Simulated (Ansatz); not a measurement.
Correlation energies of C₂H₃NS (`SC1C=N1`) by basis set

```xyz
7

S    -1.329    0.642   -0.868
C     0.082    0.293    0.157
C     0.969   -0.791   -0.169
N     0.238   -1.081    0.799
H    -2.147    1.032    0.124
H     0.443    1.133    0.741
H     1.744   -1.228   -0.784
```

Charge 0, multiplicity 1. All single points use the PBE0-D4/def2-TZVP geometry. It is one conformer, not always the lowest. Frozen core, restricted reference, Ansatz 0.2.0. CBS rows extrapolate triple and quadruple zeta; past MP2 they add the triple-zeta difference.

```csv
basis,HF (Eh),MP2 corr.,CCSD corr.,(T),CCSD(T) total
def2-SVP,-529.14158,-0.55829,-0.58986,-0.02279,-529.75423
def2-TZVPP,-529.43432,-0.69156,-0.71736,-0.03646,-530.18814
def2-QZVPP,-529.45155,-0.74080,–,–,–
CBS(def2),-529.45392,-0.77728,-0.80308,as TZ,-530.29346
```
